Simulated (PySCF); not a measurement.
sulfur dioxide anion (O2S), SMILES O=S=O (connectivity only; charge and spin as stated), charge -1, multiplicity 2. Geometry: PBE-D3(BJ)/def2-TZVPD. The spin state was assumed, not searched.

The numbers are results of PBE-D3(BJ)/def2-TZVPD in PySCF 2.14.0, not measurements.

Harmonic wavenumbers (cm⁻¹): 429, 939, 1043. Rotational constants (GHz): 45.94, 9.544, 7.902; symmetry number 2.

Problem. Work out the zero-point energy and the ideal-gas rigid-rotor harmonic-oscillator thermochemistry at 298.15 K and 1 atm.

Solution. ZPE = ½ Σ hcν = ½ × 2411 cm⁻¹ = 14.42 kJ/mol. H − E(el) = 25.28 kJ/mol. Entropy in J/(mol K): translation 160.63, rotation 86.52, vibration 4.43, spin 5.76, total 257.34. G − E(el) = -51.45 kJ/mol. Cp = 42.42 J/(mol K).
